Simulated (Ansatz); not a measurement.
Two shapes of singlet CH4O.

Shape 1:

```xyz
6

C     0.0000   -0.0296   -0.6489
O     0.0000   -0.0656    0.7479
H     0.0000   -1.0687   -1.0110
H    -0.8949    0.4658   -1.0751
H     0.8949    0.4658   -1.0751
H     0.0000    0.8400    1.0713
```

Shape 2:

```xyz
6

C    -0.0174    0.0168   -0.6425
O    -0.0400   -0.0384    0.7607
H    -0.0123   -1.0215   -1.0222
H    -0.8763    0.4428   -1.0348
H     0.9009    0.4674   -1.1247
H    -0.0135    0.8745    1.1048
```

Basis set: 6-31G* (spherical functions). Correlated methods keep 2 orbitals frozen. Charge 0, multiplicity 1.

Computed with Ansatz (development build ahead of 0.2.0); each method stands on the lowest determinant of its kind that the runs found.

**Question.** Which shape is lower in energy, and by how much in each method?

**Answer.**

| method | E(2) − E(1) (eV) |
| --- | --- |
| RHF | 0.137 |
| RHF-MP2 | 0.122 |

Shape 1 is lower.
